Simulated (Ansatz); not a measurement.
Born–Oppenheimer molecular dynamics of BFH6Si (9 atoms, charge 0, multiplicity 1). It starts at the highest image of a converged band. Of that band: Neighbouring images differ by up to 1.2 eV, so the band resolves the path poorly. A vibrational analysis at the climbing image gives one clearly imaginary mode, 1026i cm⁻¹: a first-order saddle point.

Method: RKS PBE0/cc-pVDZ (Ansatz).

| Property | Result |
| --- | --- |
| ensemble | NVE (velocity Verlet) |
| time step | 0.5 fs |
| steps asked | 200 |
| starting velocities drawn for | 300 K |
| seed | 6368 |

First frame:

```xyz
9
Properties=species:S:1:pos:R:3
B -1.050 0.173 -0.189
Si 0.924 -0.322 0.460
H -1.485 0.957 0.612
H -1.597 -0.867 -0.448
H 0.074 0.589 -1.025
F -0.789 0.987 -1.620
H 0.383 -1.002 1.682
H 1.709 -1.311 -0.348
H 1.831 0.796 0.878
```

(1) How far do the bonds stretch over the last three quarters of this one trajectory? (Pairs bonded in most of those frames.)

Results:

(1) 
```
  bond  mean (Å)  spread (Å)  shortest  longest
 B1–H3     1.232       0.045      1.13     1.34
 B1–H4     1.228       0.041      1.14     1.31
 B1–F6     1.366       0.090      1.23     1.55
Si2–H5     1.580       0.155      1.32     1.86
Si2–H7     1.500       0.036      1.44     1.56
Si2–H8     1.502       0.054      1.42     1.59
Si2–H9     1.508       0.039      1.45     1.57
```

Mean temperature of the second half: 1299 K. The conserved energy stayed within 0.59 meV per atom of its start (net change -0.21 meV per atom), so the integration is sound. The system heated up, since it started high on the potential surface and ran downhill. A run of 0.1 ps of so small a system gives no equilibrium averages. The orbitals stay closed-shell, which can raise the energy where a bond breaks towards radicals; this wasn't checked here.

Time of the run: 2 min on 2 threads of AMD EPYC 9R45 96-Core Processor (Zen 5), with other jobs on the host, peak memory 0.16 GiB.
